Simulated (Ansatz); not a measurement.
How far each method lies from UCCSDT(Q) for Ge$_{2}$C⁺, doublet

Geometry: that of the Ge2C, singlet, kept fixed.

```xyz
3

Ge    0.0000    0.0000    1.7675
C     0.0000    0.0000    0.0000
Ge    0.0000    0.0000   -1.7675
```

Basis cc-pVTZ; Ansatz 0.2.0. Correlated methods freeze the noble-gas cores and the filled d shells of p-block atoms, which leaves 11 electrons in 87 orbitals. Prefix R: restricted or restricted open-shell reference; prefix U: unrestricted. Active spaces: valence = (11e, 12o) chosen from the atoms' valence shells. No spin–orbit coupling is included, and no scalar relativity.

Full CI isn't at hand for all of this; UCCSDT(Q) serves as the reference, and is uncertain by about the last step of the cluster series. The frozen core follows each run's orbitals, which can shift R against U totals by a few meV for light atoms and by up to 0.1 eV past Ca.

The UHF ⟨S²⟩ is 0.763, the T1 diagnostic (RCCSD) is 0.0194 and the largest doubles amplitude (RCCSD) is 0.058. The T1 diagnostic (UCCSD) is 0.0182.

```tsv
level	E − E(RHF) (eV)
UHF	-0.0880
UMP2	-7.1505
UCCSD	-7.9565
UCCSD(T)	-8.3824
```

(1) Estimate how far UCCSDT(Q) in cc-pVTZ lies from UCCSD(T). The table doesn't fix it; the size of (T) and the diagnostics are the guide.

(1) UCCSDT(Q) in cc-pVTZ lies 6.9 kJ/mol below UCCSD(T), which is 17 % of the (T) step (-41.1 kJ/mol). The diagnostics are small and the rest is a small part of (T), but (T) is large here. The miss exceeds 1 kcal/mol.

The other levels:

```tsv
level	E − E(UCCSDT(Q)) (kJ/mol)	share of correlation (%)	wall time
UCCSDT	3.4	99.59	–
```

The correlation energy at UCCSDT(Q), counted from RHF, is -8.454 eV. That run took 2.5 min on 2 threads of AMD EPYC 7R13 with a shared H100 80 GB, shared host.

Run but not shown, since their state or frozen core can't be matched to the reference's or they repeat it: RHF, RMP2, RCCSD, RCCSD(T), BCCD(T), RCCSDT, RCCSDT(Q), CASSCF (valence space), NEVPT2 (valence space).

Times hold each run's SCF and search for its determinant on a shared host, so for small cases they say little of a method's own cost.

Natural occupations of CASSCF (valence space) about the gap: 1.980 1.973 1.943 1.942 1.927 0.992 0.057 0.046 0.046 0.042; effectively unpaired electrons, Σ n²(2−n)², 1.09.
